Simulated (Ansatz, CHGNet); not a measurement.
# Voigt–Reuss–Hill bulk modulus of zinc-blende GaAs: levels of theory against measurement

Reference value: 75 GPa (measured, temperature not stated, not corrected to a static lattice, from single-crystal Cij; as tabulated in Råsander and Moram (2015), arXiv:1505.02379).

Put these levels in order of the Voigt–Reuss–Hill bulk modulus that they give for zinc-blende GaAs, smallest first: CHGNet 0.3.0 (CHGNet), PBE-D3(BJ) (Ansatz, a program for electronic structure), r²SCAN0 (Ansatz), r²SCANh (Ansatz).

CHGNet 0.3.0 (15.7 GPa), PBE-D3(BJ) (67.8 GPa), r²SCANh (75.4 GPa), r²SCAN0 (79.6 GPa)

Unless a cell is named, each level is at its own relaxed cell (CHGNet 0.3.0 23.67, PBE-D3(BJ) 22.85, r²SCAN0 22.41, r²SCANh 22.60 Å³/atom).

Differences against the reference: CHGNet 0.3.0 -79 %, PBE-D3(BJ) -9.6 %, r²SCAN0 +6.1 %, r²SCANh +0.5 %.

The measured value isn't corrected to a static lattice, so vibrations enter the comparison. A static lattice is as a rule stiffer than a warm one, by over a tenth in soft solids.  PBE-D3(BJ): the dispersion coefficients are held fixed in the derivatives. Each level is taken at its own relaxed cell. Cutoffs and k meshes differ between the levels. Ansatz's density-functional and Hartree–Fock values are scalar-relativistic unless marked +SOC, with PAW data made under PBE.

Machine-learned potentials (CHGNet 0.3.0) are trained on DFT data, which may include these solids.

Differences are worked out from the printed values.
